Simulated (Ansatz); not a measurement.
A made-up structure of CH2AlN, closed shell:

```
5
angstrom
C -0.7366 -0.7470 -0.0263
N 0.2042 -0.6936 1.0687
Al 0.5668 0.8221 -0.2711
H -1.6382 -1.5725 -0.1632
H 1.6038 2.1910 -0.6081
```

It is relaxed with PBE-D4/def2-SVP and then PBE0-D4/def2-TZVP (Ansatz 0.2.0). Atoms count as bonded within 1.22 times the sum of their covalent radii (H–H: 0.88 Å). The end point is not checked to be a true minimum.

Question: Does its bonding change? (A judgement: the text doesn't fix the answer.)

Answer: Computed: No: no bond forms or breaks.

Where it ends: The first stage lowers the energy by 1.23 eV in 19 steps. It ends as CH₂AlN ([CH]1[N][AlH]1):
```
5
angstrom
C -0.6577 -0.6670 -0.0259
N 0.1725 -0.6133 0.9598
Al 0.5087 0.7323 -0.2417
H -1.4616 -1.4045 -0.1517
H 1.4382 1.9525 -0.5405
```

Labels in which every atom is bracketed show which atoms are joined, not bond orders.

For scale, one of the runs: PBE0-D4/def2-TZVP relaxation, 111 basis functions, launched by `ansatz run in.yaml --threads 2 --pin off --events-out ev --progress --plain --max-ram 4352MiB`. The run took about 50 s on 2 CPU threads of an Intel Xeon Platinum 8259CL (shared host).
